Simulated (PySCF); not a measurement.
**Electric field gradients and quadrupole coupling constants**

Compound: propynyl isocyanide, C4H3N.
Cartesian coordinates in Å at the PBE0-D3(BJ)/def2-SVP level; atoms count from 1:
```xyz
8
C4H3N angstrom
C      3.6265    0.2077    0.4923
N      2.4559    0.1357    0.3369
C      1.1606    0.0580    0.1628
C     -0.0399   -0.0133    0.0014
C     -1.4740   -0.1006   -0.1911
H     -1.8553   -1.0827    0.1293
H     -1.7381    0.0361   -1.2513
H     -1.9974    0.6733    0.3915
```

Field gradients from the PBE0/pcSseg-1 density (PySCF, non-relativistic), principal values in atomic units, ordered |Vxx| ≤ |Vyy| ≤ |Vzz|:

```json
{"atom": "N2", "Vxx": "-0.1180", "Vyy": "-0.1180", "Vzz": "0.2361"}
```

Task: Find the asymmetry η = (Vxx − Vyy)/Vzz and the couplings χ = eQV/h (234.96 MHz × Q in barn × V in au), with Q(14N) = 0.02044 b.

Result: 
```csv
atom,environment,nucleus,η,χzz (MHz),χxx (MHz),χyy (MHz)
N2,isocyanide nitrogen,14N,0.00,1.134,-0.567,-0.567
```

The gradient is axial or nearly so (η below 0.05) at N2. The tensor is traceless: Vxx + Vyy + Vzz = 0.

Task: What is Vzz at N2 in SI units (1 au = 9.71736 × 10²¹ V/m²)?

Result: 0.2361 au = 2.294 × 10²¹ V/m².

Task: And the gradient at the other heavy atoms, for which no coupling is worked out here?

Result: 
```json
{"atom": "C1", "environment": "isocyanide carbon", "Vzz (au)": "-0.827", "η": "0.00"}
{"atom": "C4", "environment": "alkyne carbon", "Vzz (au)": "-0.243", "η": "0.00"}
{"atom": "C5", "environment": "propargylic carbon", "Vzz (au)": "0.157", "η": "0.00"}
```

Task: What couplings would deuterons (Q(2H) = 0.00286 b) have in place of the hydrogens, at this geometry?

Result: 
```
atom  bonded to  bond length (Å)  Vzz (au)     η  χzz (kHz)
  H6         C5            1.101    0.2870  0.03        193
  H7         C5            1.101    0.2870  0.03        193
  H8         C5            1.101    0.2871  0.03        193
```

Geometry: PBE0-D3(BJ)/def2-SVP; no solvent, vibrations or thermal averaging. With a basis this small, the couplings can be 20 % off.
